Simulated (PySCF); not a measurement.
Compound: C₄H₅N₂ (charge +1).
SMILES with atom numbers: `[CH3:1][C:2]#[N+:3][CH2:4][C:5]#[N:6]` (hydrogens: H7, H8, H9 on C1; H10, H11 on C4)

Geometry (GFN2-xTB, Å), atoms numbered from 1 in this order:
```
atom  x, y, z in Å
C1     1.9212   -1.1449   -0.1521
C2     0.6431   -0.5844   -0.1632
N3    -0.4248   -0.1529   -0.1817
C4    -1.6552    0.4879   -0.1736
C5    -1.4973    1.8830    0.2321
N6    -1.3651    2.9669    0.5496
H7     2.0634   -1.7439    0.7524
H8     2.0626   -1.7851   -1.0281
H9     2.6753   -0.3514   -0.1703
H10   -2.3272   -0.0214    0.5301
H11   -2.0906    0.4488   -1.1812
```

The calculation used TDDFT wB97X-D/def2-SVPD, vertical, gas phase, core orbitals frozen in the response in PySCF.

Ground-to-excited transition dipoles (e·a0, same axes as the geometry; the sign carries no meaning), for the states with f of 0.002 or more among the lowest 6:

| state | E (eV) | μx | μy | μz |
| --- | --- | --- | --- | --- |
| S2 | 7.362 | -0.203 | -0.068 | -0.092 |
| S3 | 7.506 | -0.297 | 0.322 | 0.040 |
| S6 | 7.928 | -0.231 | 0.179 | 0.067 |

**Question.** Work out the oscillator strengths.

**Answer.** f = (2/3) ΔE |μ|² with ΔE in hartree (27.2114 eV).

| state | \|μ\|² (au) | \|μ\| (D) | f |
| --- | --- | --- | --- |
| S2 | 0.054 | 0.59 | 0.010 |
| S3 | 0.193 | 1.12 | 0.036 |
| S6 | 0.090 | 0.76 | 0.017 |

**Question.** What angle do the transition dipoles of S3 and S6 make?

**Answer.** |cos θ| = |μa·μb| / (|μa| |μb|) = 0.98, so θ ≈ 12° (taken between 0 and 90°, since the signs are arbitrary).

**Question.** How is the summed strength of these states shared among x, y and z?

**Answer.** (2/3) Σ ΔE μα² gives 0.034 for x, 0.026 for y and 0.003 for z, 0.063 in all.

**Question.** What peak molar absorption coefficient would the strongest computed level give as a lone Gaussian band 0.4 eV wide at half height?

**Answer.** ε(max) = 2.175×10⁸ f / FWHM, with the width in cm⁻¹. S3: 2.175×10⁸ × 0.0355 / 3226 ≈ 2400 L mol⁻¹ cm⁻¹.

The run took 31 s of wall time on an Arm Neoverse N1 with one thread (shared host), and the process peaked at 0.70 GiB of memory.
